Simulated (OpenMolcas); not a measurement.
# SiH3 (silyl radical), step by step

We compute a single-point energy (UHF/3-21G), then a single-point energy (CASSCF(3,3)/3-21G), then the energy (CASPT2(3,3)/3-21G), then the energy (SC-NEVPT2(3,3)/3-21G), then a single-point energy (MRCI(3,3)/3-21G) of SiH3 (silyl radical). 

Program for the calculation: OpenMolcas 26.06.

## 1. The molecule

SiH3: 4 atoms, total charge 0, spin state doublet. As SMILES, `[SiH3]`. The Si1–H3 distance was set to 3.621 Å, away from the relaxed value. At this shape a bond of the SMILES string is far longer than usual.

Bond lengths: Si1–H2 1.449 Å, Si1–H4 1.448 Å. Angles: H2–Si1–H4 115.4°.

## 2. The energy at UHF/3-21G (run 1)

The input, step1.input:

```
&GATEWAY
BasLib = $CurrDir
Coord
4
angstrom
Si       0.808851       2.055172      -0.352814
H        1.189401       2.735852       0.867916
H       -0.194960      -1.401590       0.043390
H        0.003581       2.832782      -1.271664
Basis = 3-21G
Group = NoSym
&SEWARD
&SCF
UHF
Spin = 2
Scramble = 0.25
PrOrbitals = 1 1
```

The basis set 3-21G is read from a file made from the Basis Set Exchange's data (not shown).

Launch:

```bash
$ export MOLCAS_MEM=1860
$ pymolcas step1.input > step1.log
```

What it wrote:

```text
--- Start Module: gateway ---
[...]
--- Stop Module: gateway /rc=_RC_ALL_IS_WELL_ ---
--- Start Module: seward ---
[...]
      Basis functions           19
--- Stop Module: seward /rc=_RC_ALL_IS_WELL_ ---
--- Start Module: scf ---
[...]
       Convergence after  21 Iterations
[...]
::    Total SCF energy                               -288.9736927168
[...]
      Total spin, S                                     0.7664583932
[...]
      Total electronic charge=   17.000000
      Total            charge=   -0.000000
[...]
      Dipole Moment (debye):
      Origin of the operator (angstrom)=    0.7624    1.9902   -0.3301
                   X= -2.3128E-01               Y=  7.9711E-01               Z=  1.6378E-01           Total=  8.4599E-01
      Quadrupole Moment (debye*angstrom):
[...]
--- Stop Module: scf /rc=_RC_ALL_IS_WELL_ ---
[...]
```

Run time: 1.6 s. Hardware: 1 thread of Arm Neoverse V2, shared host; peak memory 0.37 GiB.

## 3. A single-point energy at CASSCF(3,3)/3-21G (run 2)

The input, step2.input:

```
&GATEWAY
  BASLIB
  $CurrDir
  COORD
  4
  angstrom
  Si       0.808851       2.055172      -0.352814
  H        1.189401       2.735852       0.867916
  H       -0.194960      -1.401590       0.043390
  H        0.003581       2.832782      -1.271664
  BASIS
  3-21G
  GROUP
  NoSym

&SEWARD

&RASSCF
  FILEORB
  $CurrDir/step1.UnaOrb
  SPIN
  2
  NACTEL
  3 0 0
  INACTIVE
  7
  RAS2
  3
  ORBLISTING
  Nothing
```

The basis set 3-21G is read from a file made from the Basis Set Exchange's data (not shown).

Launch:

```bash
$ export MOLCAS_MEM=1860
$ pymolcas step2.input > step2.log
```

What it wrote:

```text
--- Start Module: gateway ---
[...]
--- Stop Module: gateway /rc=_RC_ALL_IS_WELL_ ---
--- Start Module: seward ---
[...]
      Basis functions           19
--- Stop Module: seward /rc=_RC_ALL_IS_WELL_ ---
--- Start Module: rasscf ---
[...]
      Number of active orbitals                  3
[...]
      Spin quantum number                      0.5
[...]
      Active orbitals                            3
[...]
      Number of CSFs                             8
[...]
      Number of root(s) required                 1
[...]
      Convergence after  9 iterations
[...]
      printout of CI-coefficients larger than  0.05 for root  1
      energy=    -288.977243
      conf/sym  111     Coeff  Weight
             1  2u0  -0.08513 0.00725
             2  u20   0.19200 0.03686
             3  20u  -0.74372 0.55312
             5  02u   0.53932 0.29086
             6  uud   0.26776 0.07170
             7  u02  -0.10062 0.01012
[...]
      Natural orbitals and occupation numbers for root  1
      sym 1:   1.239437   0.764476   0.996087
      ************************************************************************************************************************
      *                                                    Final results                                                     *
[...]
::    RASSCF root number  1 Total energy:   -288.97724326
[...]
      Total electronic charge=   17.000000
      Total            charge=   -0.000000
[...]
      Dipole Moment (debye):
      Origin of the operator (angstrom)=    0.7624    1.9902   -0.3301
                   X=  1.1324E-01               Y= -2.6918E-01               Z= -7.5355E-02           Total=  3.0159E-01
      Quadrupole Moment (debye*angstrom):
[...]
--- Stop Module: rasscf /rc=_RC_ALL_IS_WELL_ ---
[...]
```

Run time: 1.5 s. Hardware: 1 thread of Arm Neoverse V2, shared host; peak memory 0.37 GiB.

## 4. The energy at CASPT2(3,3)/3-21G (run 3)

The input, step3.input:

```
* H3Si CASPT2
>>> EXPORT MOLCAS_PRINT=2
&GATEWAY
BasLib = $CurrDir
Coord
4
angstrom
Si       0.808851       2.055172      -0.352814
H        1.189401       2.735852       0.867916
H       -0.194960      -1.401590       0.043390
H        0.003581       2.832782      -1.271664
Basis = 3-21G
Group = NoSym
&SEWARD
&RASSCF
FileOrb = $CurrDir/step2.RasOrb
Spin = 2
Nactel = 3 0 0
Inactive = 7
Ras2 = 3
OrbListing = Nothing
&CASPT2
Imaginary = 0.1
Frozen = 5
```

The basis set 3-21G is read from a file made from the Basis Set Exchange's data (not shown).

Launch:

```bash
$ export MOLCAS_MEM=1860
$ pymolcas step3.input > step3.log
```

What it wrote:

```text
--- Start Module: gateway ---
[...]
--- Stop Module: gateway /rc=_RC_ALL_IS_WELL_ ---
[...]
      Basis functions           19
[...]
--- Start Module: rasscf ---
[...]
      Number of active orbitals                  3
[...]
      Spin quantum number                      0.5
[...]
      Active orbitals                            3
[...]
      Number of CSFs                             8
[...]
      Number of root(s) required                 1
[...]
      Convergence after  4 iterations
[...]
      printout of CI-coefficients larger than  0.05 for root  1
      energy=    -288.977243
      conf/sym  111     Coeff  Weight
             1  2u0  -0.08513 0.00725
             2  u20   0.19199 0.03686
             3  20u  -0.74372 0.55312
             5  02u   0.53932 0.29086
             6  uud   0.26776 0.07170
             7  u02  -0.10062 0.01012
[...]
      Natural orbitals and occupation numbers for root  1
      sym 1:   1.239436   0.764477   0.996087
      ************************************************************************************************************************
      *                                                    Final results                                                     *
[...]
::    RASSCF root number  1 Total energy:   -288.97724326
[...]
      Total electronic charge=   17.000000
      Total            charge=   -0.000000
[...]
      Dipole Moment (debye):
      Origin of the operator (angstrom)=    0.7624    1.9902   -0.3301
                   X=  1.1324E-01               Y= -2.6918E-01               Z= -7.5355E-02           Total=  3.0160E-01
      Quadrupole Moment (debye*angstrom):
[...]
--- Start Module: caspt2 ---
[...]
      E2 (Variational):          -0.0367274227
      Total energy:            -289.0139706797
[...]
      Reference weight:           0.98143
[...]
::    CASPT2 Root  1     Total energy:   -289.01397068
[...]
```

It took 1.5 s on 1 thread of Arm Neoverse V2, shared host; peak memory 0.37 GiB.

## 5. A single-point energy at SC-NEVPT2(3,3)/3-21G (run 4)

The input, step4.inp:

```
* H3Si NEVPT2
>>> EXPORT MOLCAS_PRINT=2
&gateway
baslib=$CurrDir
coord
4
angstrom
Si       0.808851       2.055172      -0.352814
H        1.189401       2.735852       0.867916
H       -0.194960      -1.401590       0.043390
H        0.003581       2.832782      -1.271664
basis=3-21G
group=NoSym
&seward
&rasscf
fileorb=$CurrDir/step2.RasOrb
spin=2
nactel=3 0 0
inactive=7
ras2=3
orblisting=Nothing
&caspt2
sc-nevpt2
frozen=5
```

The basis set 3-21G is read from a file made from the Basis Set Exchange's data (not shown).

Launch:

```bash
$ export MOLCAS_MEM=1860
$ pymolcas step4.inp > step4.log
```

What it wrote:

```text
--- Start Module: gateway ---
[...]
--- Stop Module: gateway /rc=_RC_ALL_IS_WELL_ ---
[...]
      Basis functions           19
[...]
      Number of active orbitals                  3
[...]
      Spin quantum number                      0.5
[...]
      Active orbitals                            3
[...]
      Number of CSFs                             8
[...]
      Number of root(s) required                 1
[...]
      Convergence after  4 iterations
[...]
      printout of CI-coefficients larger than  0.05 for root  1
      energy=    -288.977243
      conf/sym  111     Coeff  Weight
             1  2u0  -0.08513 0.00725
             2  u20   0.19199 0.03686
             3  20u  -0.74372 0.55312
             5  02u   0.53932 0.29086
             6  uud   0.26776 0.07170
             7  u02  -0.10062 0.01012
[...]
      Natural orbitals and occupation numbers for root  1
      sym 1:   1.239436   0.764477   0.996087
      ************************************************************************************************************************
      *                                                    Final results                                                     *
[...]
::    RASSCF root number  1 Total energy:   -288.97724326
[...]
      Total electronic charge=   17.000000
      Total            charge=   -0.000000
[...]
      Dipole Moment (debye):
      Origin of the operator (angstrom)=    0.7624    1.9902   -0.3301
                   X=  1.1324E-01               Y= -2.6918E-01               Z= -7.5355E-02           Total=  3.0160E-01
      Quadrupole Moment (debye*angstrom):
[...]
      E2 (Variational):          -0.0364551220
[...]
      E2 (Variational):          -0.0364372104
      Total energy:            -289.0136804674
[...]
      Reference weight:           0.98146
[...]
::    SC-NEVPT2 Root  1     Total energy:   -289.01368047
[...]
```

Run time: 1.5 s. Hardware: 1 thread of Arm Neoverse V2, shared host; peak memory 0.37 GiB.

## 6. A single-point energy at MRCI(3,3)/3-21G (run 5)

The input, step5.inp:

```
&GATEWAY
BASLIB=$CurrDir
COORD
4
angstrom
Si       0.808851       2.055172      -0.352814
H        1.189401       2.735852       0.867916
H       -0.194960      -1.401590       0.043390
H        0.003581       2.832782      -1.271664
BASIS=3-21G
GROUP=NoSym
&SEWARD
&RASSCF
FILEORB=$CurrDir/step2.RasOrb
SPIN=2
NACTEL=3 0 0
INACTIVE=7
RAS2=3
ORBLISTING=Nothing
&MOTRA
LUMORB
FROZEN=5
&GUGA
ELECTRONS=7
SPIN=2
INACTIVE=2
ACTIVE=3
CIALL=1
&MRCI
SDCI
```

The basis set 3-21G is read from a file made from the Basis Set Exchange's data (not shown).

Launch:

```bash
$ export MOLCAS_MEM=1860
$ pymolcas step5.inp > step5.log
```

What it wrote:

```text
--- Start Module: gateway ---
[...]
--- Stop Module: gateway /rc=_RC_ALL_IS_WELL_ ---
[...]
      Basis functions           19
[...]
      Number of active orbitals                  3
[...]
      Spin quantum number                      0.5
[...]
      Active orbitals                            3
[...]
      Number of CSFs                             8
[...]
      Number of root(s) required                 1
[...]
      Convergence after  4 iterations
[...]
      printout of CI-coefficients larger than  0.05 for root  1
      energy=    -288.977243
      conf/sym  111     Coeff  Weight
             1  2u0  -0.08513 0.00725
             2  u20   0.19199 0.03686
             3  20u  -0.74372 0.55312
             5  02u   0.53932 0.29086
             6  uud   0.26776 0.07170
             7  u02  -0.10062 0.01012
[...]
      Natural orbitals and occupation numbers for root  1
      sym 1:   1.239436   0.764477   0.996087
      ************************************************************************************************************************
      *                                                    Final results                                                     *
[...]
::    RASSCF root number  1 Total energy:   -288.97724326
[...]
      Dipole Moment (debye):
      Origin of the operator (angstrom)=    0.7624    1.9902   -0.3301
                   X=  1.1324E-01               Y= -2.6918E-01               Z= -7.5355E-02           Total=  3.0160E-01
      Quadrupole Moment (debye*angstrom):
[...]
       (But an ACPF correction will be computed)
       USE THE DEFAULT ACPF G-VALUE GFAC=  0.28571428571428570
[...]
                      CI ENERGY:  -289.02870402
[...]
                ACPF CORRECTION:    -0.00154407
[...]
     ACPF CORRECTION:     -0.00154407
[...]
  CI State   1     Total energy:   -289.02870402     QDav:     -0.00218796     QACPF:     -0.00154407
[...]
```

It took 1.6 s on 1 thread of Arm Neoverse V2, shared host; peak memory 0.37 GiB.

## 7. Outcome

```
                                                   quantity          value
                             run 1, UHF/3-21G: total energy  -288.97369 Eh
                            run 1, UHF/3-21G: dipole moment         0.85 D
       run 1, UHF/3-21G: HOMO energy (highest over α and β)       -8.80 eV
        run 1, UHF/3-21G: LUMO energy (lowest over α and β)        0.76 eV
                                     run 1, UHF/3-21G: ⟨S²⟩          1.354
                     run 2, CASSCF(3,3)/3-21G: total energy  -288.97724 Eh
   run 2, CASSCF(3,3)/3-21G: dipole moment (CASSCF density)         0.30 D
                     run 3, CASPT2(3,3)/3-21G: total energy  -289.01397 Eh
   run 3, CASPT2(3,3)/3-21G: dipole moment (CASSCF density)         0.30 D
                  run 4, SC-NEVPT2(3,3)/3-21G: total energy  -289.01368 Eh
run 4, SC-NEVPT2(3,3)/3-21G: dipole moment (CASSCF density)         0.30 D
                       run 5, MRCI(3,3)/3-21G: total energy  -289.02870 Eh
     run 5, MRCI(3,3)/3-21G: dipole moment (CASSCF density)         0.30 D
```

**Reading.** ⟨S²⟩ (run 1, UHF/3-21G) is 1.35 where a pure doublet has 0.75: the reference is spin-contaminated. The run (run 1, UHF/3-21G) may have ended on a state above the lowest. Mulliken charges (run 1, UHF/3-21G) run from -0.20 on H2 to +0.41 on Si1; they depend strongly on the basis. Mulliken charges (run 3, CASPT2(3,3)/3-21G) of the CASSCF density run from -0.15 on H2 to +0.30 on Si1; they depend strongly on the basis. Mulliken charges (run 4, SC-NEVPT2(3,3)/3-21G) of the CASSCF density run from -0.15 on H2 to +0.30 on Si1; they depend strongly on the basis.
